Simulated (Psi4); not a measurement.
# A workflow on Na2H2 ((NaH)2 ring)

Wanted: a geometry optimisation (singlet Na2H2, BLYP-D4/6-31G), then the energy (doublet [Na2H2]+, UBLYP-D4/6-31G), then a geometry optimisation (doublet [Na2H2]+, UBLYP-D4/6-31G), then the energy (singlet Na2H2, BLYP-D4/6-31G) of H2Na2. 

The results are computed with Psi4 1.11.

## (1) Starting point

The species is Na2H2 (4 atoms), meant as a singlet with charge 0. The shape comes from GFN2-xTB, which is rough for such elements, and wasn't checked as a minimum. The run starts from this shape.

Bond lengths: Na1–H2 1.904 Å, H2–Na3 1.920 Å, Na1–H4 1.908 Å, Na3–H4 1.900 Å. Angles: Na1–H2–Na3 88.8°, Na1–H4–Na3 89.3°, H2–Na1–H4 91.1°, H2–Na3–H4 90.8°.

## (2) A structure relaxation at BLYP-D4/6-31G (density fitting) (run 1)

File calc.dat:

```
memory 1600 MB

molecule {
  0 1
  Na     1.038550     0.596610    -0.593610
  H     -0.598950     1.214560     0.157280
  Na    -1.036820    -0.602620     0.597030
  H      0.597210    -1.208550    -0.160710
  units angstrom
}

set {
  basis 6-31G
}

e_tot, wfn = opt('blyp-d4', return_wfn=True)
```

Started as:

```bash
$ psi4 calc.dat calc.out -n 1
```

calc.out:

```text
[...]
  Running in c1 symmetry.
[...]
  Nuclear repulsion =   36.320449084965873
[...]
  Multiplicity = 1
[...]
  Nalpha       = 12
  Nbeta        = 12
[...]
    Number of basis functions: 30
[...]
   @DF-RKS iter   1:  -325.61466370861524   -1.61603e-01   9.71953e-03 ADIIS/DIIS
[...]
   @DF-RKS iter   4:  -325.72352779250667   -7.56017e-12   4.56431e-09 DIIS
[...]
  @DF-RKS Final Energy:  -325.72352779250667
   => Energetics <=
    Nuclear Repulsion Energy =             33.9493452845849930
    One-Electron Energy =                -525.0125808902121207
    Two-Electron Energy =                 194.9346715708275610
    DFT Exchange-Correlation Energy =     -29.5889349560294335
    Empirical Dispersion Energy =          -0.0060288016776598
    VV10 Nonlocal Energy =                  0.0000000000000000
    Total Energy =                       -325.7235277925066725
[...]
  -Total Gradient:
     Atom            X                  Y                   Z
    ------   -----------------  -----------------  -----------------
       1        0.000004868725     0.000005694517    -0.000003989336
       2       -0.000003245277    -0.000014838123     0.000004255367
       3       -0.000008662728     0.000015998292     0.000001631106
       4        0.000007076780    -0.000007001726    -0.000001887161
[...]
    Final optimized geometry and variables:
    Molecular point group: c1
    Full point group: C1
    Geometry (in Angstrom), charge = 0, multiplicity = 1:
    NA           1.092865608943     0.626098623199    -0.626339121084
    H           -0.696494127468     1.401378660180     0.186348916649
    NA          -1.092870132816    -0.626078602397     0.626333698637
    H            0.696597322769    -1.401835360119    -0.186225223748
    Psi4 run time: 0:00:27.10
[...]
```

Standard output:

```text
Optimizer: Optimization complete!
```

Run time: 31 s. Hardware: 1 thread of AMD EPYC 7R43 (Zen 3), shared host; peak memory 0.29 GiB.

Steps, from the record of the run:

| step | energy from the first frame kept (eV) | largest force (eV/Å) |
| --- | --- | --- |
| 0 | 0.0000 | 1.0939 |
| 1 | -0.1662 | 0.6340 |
| 2 | -0.2540 | 0.2129 |
| 3 | -0.2647 | 0.0706 |
| 4 | -0.2657 | 0.0298 |
| 5 | -0.2660 | 0.0279 |
| 6 | -0.2662 | 0.0185 |
| 7 | -0.2663 | 0.0032 |
| 8 | -0.2663 | 0.0009 |

After the run. Bond lengths: Na1–H2 2.113 Å, H2–Na3 2.112 Å, Na1–H4 2.113 Å, Na3–H4 2.113 Å. Angles: Na1–H2–Na3 83.5°, Na1–H4–Na3 83.5°, H2–Na1–H4 96.5°, H2–Na3–H4 96.5°.

## (3) The doublet cation: a single-point energy at UBLYP-D4/6-31G (density fitting) (run 2)

File calc.in:

```
memory 1600 MB

molecule {
  1 2
  Na
  H 1 2.112659
  Na 2 2.112175 1 83.50169
  H 1 2.11264 2 96.50278 3 -0.00307
  symmetry c1
}

set {
  basis 6-31G
  reference uks
}

energy('blyp-d4')
```

Started as:

```bash
$ psi4 calc.in calc.out -n 1
```

calc.out:

```text
[...]
  Running in c1 symmetry.
[...]
  Nuclear repulsion =   33.949344787399376
[...]
  Multiplicity = 2
[...]
  Nalpha       = 12
  Nbeta        = 11
[...]
    Number of basis functions: 30
[...]
   @DF-UKS iter   1:  -325.45556228081608   -3.17112e-02   3.19194e-03 DIIS/ADIIS
[...]
   @DF-UKS iter   7:  -325.46832372200697   -1.13897e-09   1.93170e-07 DIIS
[...]
   @S^2 Observed:                7.655249269E-01
[...]
  @DF-UKS Final Energy:  -325.46832372200697
   => Energetics <=
    Nuclear Repulsion Energy =             33.9493447873993759
    One-Electron Energy =                -519.4402846209869722
    Two-Electron Energy =                 189.3967267021304508
    DFT Exchange-Correlation Energy =     -29.3711832039862237
    Empirical Dispersion Energy =          -0.0029273865635526
    VV10 Nonlocal Energy =                  0.0000000000000000
    Total Energy =                       -325.4683237220069714
[...]
 Multipole Moments:
 ------------------------------------------------------------------------------------
     Multipole            Electronic (a.u.)      Nuclear  (a.u.)        Total (a.u.)
 ------------------------------------------------------------------------------------
 L = 1.  Multiply by 2.5417464519 to convert [e a0] to [Debye]
 Dipole X            :         -0.0001761            0.0001054           -0.0000707
 Dipole Y            :          0.0003353           -0.0004156           -0.0000803
 Dipole Z            :         -0.0000706           -0.0002028           -0.0002735
 Magnitude           :                                                    0.0002936
[...]
```

Wall time 9.9 s (1 thread of AMD EPYC 7R43 (Zen 3), shared host); peak memory 0.27 GiB.

## (4) The doublet cation: a geometry optimisation at UBLYP-D4/6-31G (density fitting) (run 3)

File job.in:

```
memory 1.6 GB

molecule system {
  1 2
  Na
  H 1 2.112659
  Na 2 2.112175 1 83.50169
  H 1 2.11264 2 96.50278 3 -0.00307
  symmetry c1
}

set globals {
  basis 6-31G
  reference uks
}

E, wfn = opt("blyp-d4", return_wfn=True)
```

Started as:

```bash
$ psi4 job.in job.out -n 1
```

job.out:

```text
[...]
  Running in c1 symmetry.
[...]
  Nuclear repulsion =   33.949344787399376
[...]
  Multiplicity = 2
[...]
  Nalpha       = 12
  Nbeta        = 11
[...]
    Number of basis functions: 30
[...]
   @DF-UKS iter   1:  -325.45556228081608   -3.17112e-02   3.19194e-03 ADIIS/DIIS
[...]
   @DF-UKS iter   6:  -325.49503953693107   -2.27374e-13   8.91845e-10 DIIS
[...]
   @S^2 Observed:                7.567667733E-01
[...]
  @DF-UKS Final Energy:  -325.49503953693107
   => Energetics <=
    Nuclear Repulsion Energy =             27.7829905408621620
    One-Electron Energy =                -507.6953715066747463
    Two-Electron Energy =                 183.8045218682868835
    DFT Exchange-Correlation Energy =     -29.3838780262956156
    Empirical Dispersion Energy =          -0.0033024131097146
    VV10 Nonlocal Energy =                  0.0000000000000000
    Total Energy =                       -325.4950395369310741
[...]
  -Total Gradient:
     Atom            X                  Y                   Z
    ------   -----------------  -----------------  -----------------
       1       -0.000000048453     0.000007881339    -0.000018222636
       2        0.000000050956    -0.000002785486    -0.000002630207
       3       -0.000000048445    -0.000009872836     0.000017709996
       4        0.000000050854     0.000004851772     0.000003174739
[...]
    Final optimized geometry and variables:
    Molecular point group: c1
    Full point group: C1
    Geometry (in Angstrom), charge = 1, multiplicity = 2:
    NA
    H             1    2.131569
    NA            2    2.131620      1  130.102269
    H             1    2.131488      2   49.890612      3   -0.000655
    Psi4 run time: 0:00:41.19
[...]
```

Standard output:

```text
Optimizer: Optimization complete!
```

It took 45 s on 1 thread of AMD EPYC 7R43 (Zen 3), shared host; peak memory 0.29 GiB.

Step by step:

| step | energy from the first frame kept (eV) | largest force (eV/Å) |
| --- | --- | --- |
| 0 | 0.0000 | 1.1003 |
| 1 | -0.1043 | 0.8870 |
| 2 | -0.3482 | 0.4383 |
| 3 | -0.5145 | 0.3405 |
| 4 | -0.6539 | 0.2719 |
| 5 | -0.7211 | 0.1263 |
| 6 | -0.7235 | 0.1024 |
| 7 | -0.7270 | 0.0082 |
| 8 | -0.7270 | 0.0010 |

After the run. Bond lengths: Na1–H2 2.132 Å, H2–Na3 2.132 Å, Na1–H4 2.131 Å, Na3–H4 2.131 Å. Angles: Na1–H2–Na3 130.1°, Na1–H4–Na3 130.1°, H2–Na1–H4 49.9°, H2–Na3–H4 49.9°.

## (5) A single-point energy at BLYP-D4/6-31G (density fitting) (run 4)

File input.in:

```
memory 1600 mb

molecule geom {
  Na
  H 1 R2
  Na 2 R3 1 A3
  H 2 R4 1 A4 3 D4

  R2 = 2.131569
  R3 = 2.13162
  A3 = 130.10227
  R4 = 1.797957
  A4 = 65.05236
  D4 = 0.00065
  symmetry c1
}

set reference rks

energy("blyp-d4/6-31G")
print_variables()
```

Started as:

```bash
$ psi4 -n 1 input.in input.out
```

input.out:

```text
[...]
  Running in c1 symmetry.
[...]
  Nuclear repulsion =   27.782985525809526
[...]
  Multiplicity = 1
[...]
  Nalpha       = 12
  Nbeta        = 12
[...]
    Number of basis functions: 30
[...]
   @DF-RKS iter   1:  -325.50175358357041   -7.75478e-02   1.08662e-02 DIIS/ADIIS
[...]
   @DF-RKS iter   8:  -325.65954505712102   -2.61483e-08   7.33428e-08 DIIS
[...]
  @DF-RKS Final Energy:  -325.65954505712102
   => Energetics <=
    Nuclear Repulsion Energy =             27.7829855258095257
    One-Electron Energy =                -512.4930654295831118
    Two-Electron Energy =                 188.5993220365934917
    DFT Exchange-Correlation Energy =     -29.5419221882265681
    Empirical Dispersion Energy =          -0.0068650017143225
    VV10 Nonlocal Energy =                  0.0000000000000000
    Total Energy =                       -325.6595450571210222
[...]
 Multipole Moments:
 ------------------------------------------------------------------------------------
     Multipole            Electronic (a.u.)      Nuclear  (a.u.)        Total (a.u.)
 ------------------------------------------------------------------------------------
 L = 1.  Multiply by 2.5417464519 to convert [e a0] to [Debye]
 Dipole X            :         -0.0000362            0.0000173           -0.0000189
 Dipole Y            :         -0.0004413            0.0002542           -0.0001871
 Dipole Z            :         -0.0001861            0.0001102           -0.0000759
 Magnitude           :                                                    0.0002028
[...]
```

Run time: 7.2 s. Hardware: 1 thread of AMD EPYC 7R43 (Zen 3), shared host; peak memory 0.28 GiB.

## (6) Results

| quantity | value |
| --- | --- |
| run 1, BLYP-D4/6-31G: total energy at the end | -325.72353 Eh |
| run 1, BLYP-D4/6-31G: dipole moment | 0.00 D |
| run 1, BLYP-D4/6-31G: HOMO energy | -3.91 eV |
| run 1, BLYP-D4/6-31G: LUMO energy | -1.37 eV |
| run 1, BLYP-D4/6-31G: HOMO–LUMO gap | 2.55 eV |
| run 1, BLYP-D4/6-31G: dispersion energy | -15.83 kJ/mol |
| doublet cation, run 2: total energy | -325.46832 Eh |
| doublet cation, run 2: HOMO energy (highest over α and β) | -11.15 eV |
| doublet cation, run 2: LUMO energy (lowest over α and β) | -9.97 eV |
| doublet cation, run 2: dispersion energy | -7.69 kJ/mol |
| doublet cation, run 2: ⟨S²⟩ | 0.766 |
| doublet cation, run 3: total energy at the end | -325.49504 Eh |
| doublet cation, run 3: HOMO energy (highest over α and β) | -8.78 eV |
| doublet cation, run 3: LUMO energy (lowest over α and β) | -7.12 eV |
| doublet cation, run 3: dispersion energy | -8.67 kJ/mol |
| doublet cation, run 3: ⟨S²⟩ | 0.757 |
| run 4, BLYP-D4/6-31G: total energy | -325.65955 Eh |
| run 4, BLYP-D4/6-31G: HOMO energy | -2.02 eV |
| run 4, BLYP-D4/6-31G: LUMO energy | -1.72 eV |
| run 4, BLYP-D4/6-31G: HOMO–LUMO gap | 0.30 eV |
| run 4, BLYP-D4/6-31G: dispersion energy | -18.02 kJ/mol |
| adiabatic ionisation energy (to the doublet cation, no zero-point term) | 6.217 eV |

The adiabatic ionisation energy (to the doublet cation, no zero-point term) is 6.22 eV (143 kcal/mol). The optimisation (run 1, BLYP-D4/6-31G) took 9 steps and changed the energy by -0.266 eV. The optimisation (doublet cation, run 3) took 9 steps and changed the energy by -0.727 eV.
